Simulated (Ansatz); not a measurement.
# C6H12: a ladder of functionals and wavefunction methods

The task here is to estimate one member of a computed series from the others.

Computed with Ansatz 0.2.0, Gaussian basis. Level: functionals in def2-TZVPP, the program's frozen cores in correlated methods.

Levels to be run: PBE-D4, r2SCAN-D4, PBE0-D4, B3LYP-D4, ωB97X-V, ωB97M-V, B2PLYP; CCSD(T)/def2-TZVPP; MP2/def2-QZVPP; extrapolation to the limit.

**Structure used throughout**

All runs share one geometry, relaxed beforehand with PBE0-D4 in a triple-zeta def2 set.

SMILES `C=CCCCC`, 18 atoms, charge 0, spin multiplicity 1.

Atoms are counted from 1 here; the program's logs count them from 0.

Bond lengths: C1–C2 1.326 Å, C1–H7 1.084 Å, C1–H8 1.086 Å, C2–C3 1.492 Å, C2–H9 1.090 Å, C3–C4 1.530 Å, C3–H10 1.094 Å, C3–H11 1.097 Å, C4–C5 1.523 Å, C4–H12 1.096 Å, C4–H13 1.096 Å, C5–C6 1.520 Å, C5–H14 1.095 Å, C5–H15 1.095 Å, C6–H16 1.094 Å, C6–H17 1.092 Å, C6–H18 1.092 Å. Angles: C2–C1–H7 121.7°, C2–C1–H8 121.3°, H7–C1–H8 117.0°, C1–C2–C3 125.4°, C1–C2–H9 118.8°, C3–C2–H9 115.8°, C2–C3–C4 112.8°, C2–C3–H10 109.6°, C2–C3–H11 109.0°, C4–C3–H10 110.6°, C4–C3–H11 108.2°, H10–C3–H11 106.4°, C3–C4–C5 114.5°, C3–C4–H12 108.7°, C3–C4–H13 108.7°, C5–C4–H12 109.4°, C5–C4–H13 109.1°, H12–C4–H13 106.2° and more.

The first run:

Contents of in.yaml:

```yaml
crystal:
  periodic: [false, false, false]
  atoms:
    - {symbol: C, position_ang: [0.756054, 2.369859, 0.160243]}
    - {symbol: C, position_ang: [0.714775, 1.437795, -0.781447]}
    - {symbol: C, position_ang: [1.144567, 0.019294, -0.612727]}
    - {symbol: C, position_ang: [0.026369, -0.979888, -0.914567]}
    - {symbol: C, position_ang: [-1.195070, -0.850896, -0.013433]}
    - {symbol: C, position_ang: [-0.906113, -1.114991, 1.454975]}
    - {symbol: H, position_ang: [0.426331, 3.384974, -0.028580]}
    - {symbol: H, position_ang: [1.127996, 2.149963, 1.156670]}
    - {symbol: H, position_ang: [0.328939, 1.702980, -1.765712]}
    - {symbol: H, position_ang: [1.529472, -0.129452, 0.400472]}
    - {symbol: H, position_ang: [1.979585, -0.184530, -1.293908]}
    - {symbol: H, position_ang: [0.431403, -1.995067, -0.834391]}
    - {symbol: H, position_ang: [-0.283908, -0.855594, -1.958342]}
    - {symbol: H, position_ang: [-1.622330, 0.151378, -0.124521]}
    - {symbol: H, position_ang: [-1.961073, -1.550688, -0.363209]}
    - {symbol: H, position_ang: [-0.449904, -2.099529, 1.596935]}
    - {symbol: H, position_ang: [-1.822507, -1.085185, 2.048688]}
    - {symbol: H, position_ang: [-0.224575, -0.370412, 1.872854]}
basis:
  gaussian: {orbitals: def2-TZVPP}
hamiltonian: {xc: pbe, dispersion: d4}
output: {forces: true, orbitals: {seedname: orbitals}}
```

Launch:

```console
$ ansatz run in.yaml --threads 2 --pin off --events-out ev --progress --plain --max-ram 32768MiB --backend cuda --devices 0, --max-vram 18GiB
```

Steps of the session up to this table: PBE-D4 (GGA); r2SCAN-D4 (meta-GGA); PBE0-D4 (hybrid); B3LYP-D4 (hybrid); ωB97X-V (range-separated); ωB97M-V (range-separated); B2PLYP (double hybrid); CCSD(T) in def2-TZVPP; MP2 in def2-QZVPP.

One of the session's tables, all rows but one given; the rest of the session is left out.

| method | atomisation energy (eV) |
| --- | --- |
| PBE-D4 | 77.026 |
| r2SCAN-D4 | 75.750 |
| PBE0-D4 | 76.183 |
| B3LYP-D4 | ? |
| ωB97X-V | 75.624 |
| ωB97M-V | 75.776 |
| B2PLYP | 74.943 |
| HF/def2-TZVPP | 57.424 |
| MP2/def2-TZVPP | 74.729 |
| CCSD/def2-TZVPP | 73.133 |
| CCSD(T)/def2-TZVPP | 74.032 |
| MP2/CBS | 76.260 |
| CCSD(T)/CBS | 75.562 |

Estimate the missing values for B3LYP-D4.

**Answer.** atomisation energy (eV): 75.716. In the column «atomisation energy (eV)» it lies between ωB97X-V (75.624) and r2SCAN-D4 (75.750).

To keep in mind: Free atoms (6 C, 12 H) were run apart at each level; the atomisation energy is their sum less the molecule, without zero-point or spin-orbit terms.
